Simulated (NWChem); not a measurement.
System meant: C₃H₄ cation, doublet; SMILES of the neutral closed-shell parent C=C=C

The following NWChem deck was run.

```
start job
memory heap 200 mb stack 700 mb global 900 mb
charge 1
geometry units angstroms noautoz
  C      0.000000    -1.325497     0.000000
  C      0.000000     0.000000     0.000000
  C      0.000000     1.325497     0.000000
  H     -0.866644    -1.902109    -0.391989
  H      0.866644    -1.902109     0.391989
  H      0.866644     1.902109    -0.391989
  H     -0.866644     1.902109     0.391989
end
basis spherical
  C library def2-svp
  H library def2-svp
end
dft
  odft
  mult 3
  xc xpbe96 cpbe96
  iterations 150
  mulliken
end
task dft energy
```

End of the output:

```
 ==============================================================================
                                 internuclear angles
 ------------------------------------------------------------------------------
        center 1       |       center 2       |       center 3       |  degrees
 ------------------------------------------------------------------------------
    2 C                |   1 C                |   4 H                |   121.22
    2 C                |   1 C                |   5 H                |   121.22
    4 H                |   1 C                |   5 H                |   117.55
    1 C                |   2 C                |   3 C                |   180.00
    2 C                |   3 C                |   6 H                |   121.22
    2 C                |   3 C                |   7 H                |   121.22
    6 H                |   3 C                |   7 H                |   117.55
 ------------------------------------------------------------------------------
                            number of included internuclear angles:          7
 ==============================================================================

 Summary of "ao basis" -> "" (spherical)
 ------------------------------------------------------------------------------
       Tag                 Description            Shells   Functions and Types
 ---------------- ------------------------------  ------  ---------------------
 C                          def2-svp                 6       14   3s2p1d
 H                          def2-svp                 3        5   2s1p

  pbe96 is a nonlocal functional; adding pw91lda local functional.

                                 NWChem DFT Module
                                 -----------------

 Summary of "ao basis" -> "ao basis" (spherical)
 ------------------------------------------------------------------------------
       Tag                 Description            Shells   Functions and Types
 ---------------- ------------------------------  ------  ---------------------
 C                          def2-svp                 6       14   3s2p1d
 H                          def2-svp                 3        5   2s1p

      Symmetry analysis of basis
      --------------------------

        a1         18
        b1         14
        b2         16
        b3         14

  number of electrons :                   21
  multiplicity        :                    3
 ------------------------------------------------------------------------
  no. of electrons and multiplicity not compatible                  21
 ------------------------------------------------------------------------
 ------------------------------------------------------------------------
  current input line :
    24: task dft energy
 ------------------------------------------------------------------------
 ------------------------------------------------------------------------
 There is an error in the input file
 ------------------------------------------------------------------------
 For more information see the NWChem manual at https://nwchemgit.github.io

0: no. of electrons and multiplicity not compatible:Received an Error in Communication
```

Task: Find the fault in this run and fix the input.

Result: The input was rejected before any calculation. Cause: the multiplicity doesn't fit the number of electrons (an even count wants an odd multiplicity, and the reverse). This input runs:
```
start job
memory heap 200 mb stack 700 mb global 900 mb
charge 1
geometry units angstroms noautoz
  C      0.000000    -1.325497     0.000000
  C      0.000000     0.000000     0.000000
  C      0.000000     1.325497     0.000000
  H     -0.866644    -1.902109    -0.391989
  H      0.866644    -1.902109     0.391989
  H      0.866644     1.902109    -0.391989
  H     -0.866644     1.902109     0.391989
end
basis spherical
  * library def2-svp
end
dft
  odft
  mult 2
  xc xpbe96 cpbe96
  iterations 150
  mulliken
end
task dft energy
```
It converges to -116.06443 Ha (PBE/def2-SVP, spin-unrestricted).
